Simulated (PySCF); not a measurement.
C: ionisation energy

C [He] 2s2 2p2 (3P) → C+ [He] 2s2 2p1 (2P), as a difference of total energies. Computed with PySCF 2.14 in x2c-TZVPPall with one added diffuse shell each of s, p, d type (6s4p3d1f, 40 functions), with scalar relativity by spin-free X2C-1e. Correlated levels: valence: 1s2 frozen. The calculations carry no spin-orbit coupling.

| method | ionisation energy (eV) | error (eV) |
| --- | --- | --- |
| UHF | 10.798 | -0.464 |
| MP2 (valence) | 11.242 | -0.020 |
| SCS-MP2 (valence) | 11.114 | -0.148 |
| CCSD (valence) | 11.147 | -0.115 |
| CCSD(T) (valence) | 11.173 | -0.089 |
| CCSDT (valence) | 11.178 | -0.084 |

Reference: 11.262 eV (measured; NIST levels, between the centres of gravity of the two terms).

Errors of the correlated levels include the incompleteness of this basis and the frozen core.
